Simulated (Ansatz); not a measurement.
# SiH− (singlet): the correlation ladder, aug-cc-pVDZ

An exercise on one series of results from a longer session: the logs are not shown, and one member is left open.

Computed with Ansatz 0.2.0, Gaussian basis. Level: aug-cc-pVDZ, core rule «outside noble gas», up to 5 orbitals frozen.

To be run: UHF; CCSD(T) on RHF; CCSD(T) on UHF; BCCD(T) on RHF; CISD; CCSDT(Q) on RHF; CCSDT(Q) on UHF; CCSDTQ on RHF; CASSCF and MRCISD+Q, 6 electrons in 5 orbitals; CASSCF and NEVPT4(SD), 6 electrons in 5 orbitals; CASSCF and NEVPT2, 6 electrons in 5 orbitals; Full CI.

14 further runs of the same task are left out: 6 that didn't finish, 8 set aside as unsound or not needed.

## The geometry

The geometry is a PBE0/def2-TZVPD stationary point (not a proven minimum) of the parent state, kept for this charge and spin.

2 atoms, charge -1, spin multiplicity 1.

Atoms are counted from 1 here; the program's logs count them from 0.

Bond lengths: Si1–H2 1.559 Å.

Geometry (Å):

| atom | x (Å) | y (Å) | z (Å) |
| --- | --- | --- | --- |
| Si1 | 0.0000 | 0.0000 | 0.0000 |
| H2 | 0.0000 | 0.0000 | 1.5594 |

The first run:

in.yaml reads:

```yaml
crystal:
  periodic: [false, false, false]
  atoms:
    - {symbol: Si, position_ang: [0.000000, 0.000000, 0.000000]}
    - {symbol: H, position_ang: [0.000000, 0.000000, 1.559400]}
basis:
  gaussian: {orbitals: aug-cc-pVDZ}
total_charge: -1
magnetization: {spin_polarized: true, initial_magnetization: 0}
hamiltonian: {xc: hf}
output: {orbitals: {seedname: orbitals}}
```

Command:

```console
> ansatz run in.yaml --threads 1 --pin off --events-out ev --progress --plain --max-ram 2393MiB
```

Among the steps run: UHF; CCSD(T) on RHF; CCSD(T) on UHF; BCCD(T) on RHF; CISD; CCSDT(Q) on RHF; CCSDT(Q) on UHF; CCSDTQ on RHF; CASSCF and MRCISD+Q, 6 electrons in 5 orbitals; CASSCF and NEVPT4(SD), 6 electrons in 5 orbitals; CASSCF and NEVPT2, 6 electrons in 5 orbitals; Full CI.

One of the session's tables, all rows but one given; the rest of the session is left out.

```
   method  from FCI (meV)
      RHF         +3660.6
     RMP2         +1059.5
     CISD          +513.2
    RCCSD          +305.0
 RCCSD(T)               ?
  BCCD(T)          +167.4
   RCCSDT           +32.6
RCCSDT(Q)            -7.7
  RCCSDTQ            +0.9
      FCI               0
```

Estimate the missing values for RCCSD(T).

As computed: from FCI (meV): +166.3. In the column «from FCI (meV)» it lies between RCCSDT (+32.6) and BCCD(T) (+167.4).

Left out of the table: CASSCF valence, NEVPT2 valence, NEVPT4(SD) valence, MRCISD valence, MRCISD+Q valence (the active space lost an orbital or holds another state than full CI finds).

To keep in mind: The report flags that the cluster equations may have other roots. Left out of the table: UHF, UMP2, UCCSD, UCCSD(T), UCCSDT, UCCSDT(Q) (another determinant or state than the rows shown). The program flags RCCSDT(Q), RCCSDTQ as in doubt, so those rows may rest on another solution; read them beside their warnings. RCCSDT(Q) falls below full CI, which methods that aren't variational can do.
